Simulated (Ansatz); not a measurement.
Candidates: stishovite (SiO2), α-quartz (SiO2), corundum Ga2O3 (metastable phase), SiO2 (P4₁2₁2, No. 92), LiTaO3 (R3c, No. 161), A-type hexagonal La2O3. Level: PBE in Ansatz (PAW).

Ansatz's runs of these crystals have no spin polarisation.

Spin–orbit coupling is left out, also for the solids with elements from indium on (LiTaO3, A-type hexagonal La2O3); its size isn't shown.

Ansatz's density-functional and Hartree–Fock values are scalar-relativistic unless marked +SOC, with PAW data made under PBE.

Task: Which of them have a computed c axis length between 5.8 and 10 Å?

Result: SiO2 (P4₁2₁2, No. 92), A-type hexagonal La2O3. The values: stishovite (SiO2) 2.690 Å; α-quartz (SiO2) 5.510 Å; corundum Ga2O3 (metastable phase) 13.623 Å; SiO2 (P4₁2₁2, No. 92) 7.103 Å; LiTaO3 (R3c, No. 161) 13.922 Å; A-type hexagonal La2O3 6.187 Å.

Ansatz is a quantum-chemistry and plane-wave program.
